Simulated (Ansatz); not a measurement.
A made-up structure of MgAlBH₄, singlet:

| atom | x (Å) | y (Å) | z (Å) |
| --- | --- | --- | --- |
| B1 | -1.6907 | 0.3495 | -1.1434 |
| Mg2 | -0.1724 | 0.0352 | -0.1176 |
| Al3 | 1.6487 | -0.3411 | 1.1150 |
| H4 | -1.8866 | -0.4090 | -2.0654 |
| H5 | -2.3778 | 1.2910 | -0.8179 |
| H6 | 2.4747 | -1.6862 | 0.7936 |
| H7 | 2.0040 | 0.7606 | 2.2358 |

It is relaxed with PBE-D4/def2-SVP and then PBE0-D4/def2-TZVP (Ansatz 0.2.0). Atoms count as bonded within 1.22 times the sum of their covalent radii (H–H: 0.88 Å). The end point is not checked to be a true minimum.

Q: Does its bonding change? (A judgement: the text doesn't fix the answer.)

A: Computed: No: no bond forms or breaks.

Where it ends: The first stage lowers the energy by 2.47 eV in 6 steps. It ends as MgAlBH₄ ([BH2][Mg][AlH2]):
| atom | x (Å) | y (Å) | z (Å) |
| --- | --- | --- | --- |
| B1 | -2.0869 | 0.4315 | -1.4115 |
| Mg2 | -0.2130 | 0.0437 | -0.1445 |
| Al3 | 2.0356 | -0.4209 | 1.3765 |
| H4 | -2.4038 | -0.2416 | -2.3584 |
| H5 | -2.8604 | 1.3302 | -1.2014 |
| H6 | 2.9816 | -1.7050 | 1.2027 |
| H7 | 2.5471 | 0.5621 | 2.5366 |

Labels in which every atom is bracketed show which atoms are joined, not bond orders.

For scale, one of the runs: PBE0-D4/def2-TZVP relaxation, 124 basis functions, launched by `ansatz run in.yaml --threads 2 --pin off --events-out ev --progress --plain --max-ram 4352MiB`. The run took about 3.6 s on 2 CPU threads of an AMD EPYC 9R45 (shared host).
